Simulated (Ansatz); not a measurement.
C3H6N2O can be A, `CNC1(O)C=N1`, or B, `C=N/C(O)=N\C`.

Calculated with Ansatz (gas phase, PBE0-D4/def2-TZVP geometries, no zero-point term in ΔE). CCSD(T)/CBS is the MP2 limit (def2-TZVPP, def2-QZVPP) plus CCSD(T) − MP2 in def2-TZVPP, frozen cores. DFT in def2-TZVPP. B3LYP here is the variant with VWN-RPA as its local correlation; programs differ in this. One conformer a species, not always the lowest.

(1) Which isomer does CCSD(T)/CBS put lower? Give the gap. (Estimate.)

(2) Give E(B) − E(A) in kcal/mol with HF/def2-TZVPP, CCSD(T)/def2-TZVPP, PBE0-D4, PBE-D4, MP2/def2-TZVPP, B2PLYP, B3LYP. (Best estimate.)

Largest T1 diagnostic: 0.014.

Answers

(1) The calculation gave: B, by 30.8 kcal/mol.

(2) Computed: HF/def2-TZVPP -36.4, CCSD(T)/def2-TZVPP -31.5, PBE0-D4 -30.7, PBE-D4 -32.2, MP2/def2-TZVPP -29.1, B2PLYP -33.9, B3LYP -35.6. None reverses the order clearly.

From PBE to PBE0 (25 % exact exchange), in def2-TZVPP and without D4, E(B) − E(A) moves by +1.5 kcal/mol. In def2-TZVPP, CCSD(T) changes the Hartree–Fock value by +4.9 kcal/mol (the triples alone add −0.3 kcal/mol) and MP2 by +7.3 kcal/mol.
